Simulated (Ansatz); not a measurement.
## Heat of formation of C2H6S2 (1,2-ethanedithiol) from total energies

C2H6S2: 10 atoms, total charge 0, spin state singlet. SMILES: `SCCS`. Geometry: relaxed at PBE0-D4/def2-TZVP. This is one conformer, not always the lowest.

```xyz
10

S     1.8456   -1.0092    0.7139
C     0.3625   -0.6156   -0.2510
C    -0.3625    0.6156    0.2510
S    -1.8456    1.0092   -0.7139
H     2.5630    0.0652    0.3475
H    -0.2729   -1.4989   -0.1522
H     0.6150   -0.5177   -1.3072
H    -0.6150    0.5177    1.3072
H     0.2729    1.4989    0.1522
H    -2.5630   -0.0652   -0.3475
```

Total energies at MP2/cc-pVDZ, 12 core orbitals frozen (Ansatz 0.2.0); the atoms run unrestricted:

| species | state | energy (Eh) |
| --- | --- | --- |
| C2H6S2 | singlet | -874.851500 |
| S | triplet | -397.580603 |
| C | triplet | -37.738310 |
| H | doublet | -0.499278 |

Harmonic wavenumbers at PBE0-D4/def2-TZVP, in cm⁻¹: 107, 196, 226, 236, 306, 698, 726, 742, 827, 899, 1046, 1088, 1166, 1243, 1300, 1315, 1460, 1466, 2706, 2706, 3076, 3086, 3123, 3147.

Measured heats of formation of the gaseous atoms at 298.15 K, in kJ/mol: S 277.0, C 716.9, H 218.0. Spin-orbit lowering of the atoms at 298 K (mean of the ground term's levels less their thermal mean, from spectra), in kJ/mol: S 1.88, C 0.02. Take 1 Eh = 2625.50 kJ/mol, 1 cm⁻¹ = 0.0119627 kJ/mol, RT = 2.479 kJ/mol.

Q: Work out the heat of formation of the gas at 298 K.

A: 
1. Electronic atomisation energy: 2 × (-397.580603) + 2 × (-37.738310) + 6 × (-0.499278) − (-874.851500) = 1.218006 Eh = 3197.9 kJ/mol.
2. Zero-point energy: half the sum of the wavenumbers, 16445.5 cm⁻¹ = 196.7 kJ/mol.
3. Thermal vibrational enthalpy, Σ hcν̃/(exp(hcν̃/kT) − 1): 8.6 kJ/mol. Translation, rotation and pV of a non-linear molecule: 4 RT = 9.9 kJ/mol.
4. The 10 free atoms carry 5/2 RT each: 62.0 kJ/mol.
5. Spin-orbit coupling lowers the free atoms by 2 × 1.88 + 2 × 0.02 = 3.8 kJ/mol.
6. Atomisation enthalpy at 298 K: 3197.9 − 3.8 − 196.7 − 8.6 − 9.9 + 62.0 = 3040.9 kJ/mol.
7. Sum of the atoms' heats of formation: 3295.8 kJ/mol. Heat of formation: 3295.8 − 3040.9 = +254.9 kJ/mol.

The tabulated value is -9.7 kJ/mol (CRC Handbook of Chemistry and Physics), so this level is off by +264.6 kJ/mol, or 8.0 % of the atomisation enthalpy that the table implies (3305.4 kJ/mol). Perturbation theory converges slowly with the basis for atomisation. A double-zeta basis underbinds. Anharmonicity and any spin-orbit splitting of the molecule are left out, and so is core correlation.
